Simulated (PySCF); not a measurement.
SMILES CCN at its CAM-B3LYP/def2-SVP optimised geometry (Å):

```
10

C      0.2692     0.3696     0.0000
C     -0.2592    -0.3691    -1.2181
N      0.2645     0.2157    -2.4420
H     -0.0857    -0.0912     0.9340
H      1.3689     0.3696     0.0000
H     -0.0654     1.4201     0.0000
H     -1.3689    -0.3970    -1.1698
H      0.0717    -1.4201    -1.1744
H     -0.0559    -0.3011    -3.2586
H     -0.0761     1.1703    -2.5527
```

Level of theory: PySCF 2.14.0 with CAM-B3LYP/def2-TZVP. Cells within 0.4 Å of a nucleus heavier than hydrogen are left out (blank, or x).

Map of the log10 of the electron density (e/bohr³), floored at −4 on the plane z = 0.0 Å:

```
|0000000000000000000000000000000|
|0000000000000000000000000000000|
|0000000000001111111000000000000|
|0000000000012222222100000000000|
|0000000001123334333211000000000|
|0000000001234455444322100000000|
|0000000012345566655432211000000|
|0000000012345677765543321100000|
|0000000123456789876554432210000|
|0000000123457899987665543211000|
|0000000123467899988766554321000|
|0000001223467899998877665432000|
|0000001234567899xx9988765432100|
|000001223456789xxx9999875432100|
|000011233456789xxx9999875432100|
|0000122344567889x99888765432100|
|0000123344566788888877655431000|
|0000123344556777777766554321000|
|0000123344555667766655443210000|
|0000112334445566655544332110000|
|0000012233344555554433221000000|
|0000011222334444444322110000000|
|0000000112233444443321100000000|
|0000000011223333333211000000000|
|0000000000112233322110000000000|
|0000000000011222221100000000000|
|0000000000000111111000000000000|
|0000000000000000000000000000000|
|0000000000000000000000000000000|
|0000000000000000000000000000000|
|0000000000000000000000000000000|
```
Scale: ten equal steps from -4.00 (start of '0') to -0.410 (end of '9'), in the order '0123456789'; x runs from -3.50 to 3.50, y from -3.50 (bottom) to 3.50 (top).
